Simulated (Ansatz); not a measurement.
```yaml
crystal:
  periodic: [false, false, false]
  atoms:
    - {symbol: Ga, position_ang: [0.000000, 0.000000, -1.828237]}
    - {symbol: Ge, position_ang: [0.000000, 0.000000, 1.744099]}
    - {symbol: N, position_ang: [0.000000, 0.000000, 0.084138]}
basis:
  gaussian: {orbitals: def2-TZVP}
hamiltonian: {xc: pbe0}
relax: {f_tol: 0.004, max_steps: 80}
```

```sh
$ ansatz run in.yaml --threads 1 --pin off --events-out ev --progress --plain --max-ram 2176MiB
```

Steps of the relaxation (energy above the last step; positions in Å, forces in eV/Å):

```
3
step 1, 13.7 meV
Ga    0.000    0.000   -1.828    0.000    0.000    0.542
Ge    0.000    0.000    1.744    0.000    0.000    0.573
N     0.000    0.000    0.084    0.000    0.000   -1.115
```

```
3
step 2, 2.8 meV
Ga    0.000    0.000   -1.818    0.000    0.000    0.269
Ge    0.000    0.000    1.743    0.000    0.000    0.215
N     0.000    0.000    0.075    0.000    0.000   -0.483
```

```
3
step 3, 0.0 meV
Ga    0.000    0.000   -1.808    0.000    0.000   -0.016
Ge    0.000    0.000    1.741    0.000    0.000    0.007
N     0.000    0.000    0.068    0.000    0.000    0.009
```

```
3
step 5, 0.0 meV
Ga    0.000    0.000   -1.809    0.000    0.000    0.000
Ge    0.000    0.000    1.741    0.000    0.000    0.000
N     0.000    0.000    0.068    0.000    0.000    0.000
```

Close pairs at the end: Ge2–N3 1.673 Å, Ga1–N3 1.877 Å.

A stationary point of restricted PBE0 after 5 steps (its stability towards spin polarisation wasn't tested); no frequencies were run, so it isn't proven a minimum. 30 s on 1 thread of Arm Neoverse V2, shared host.
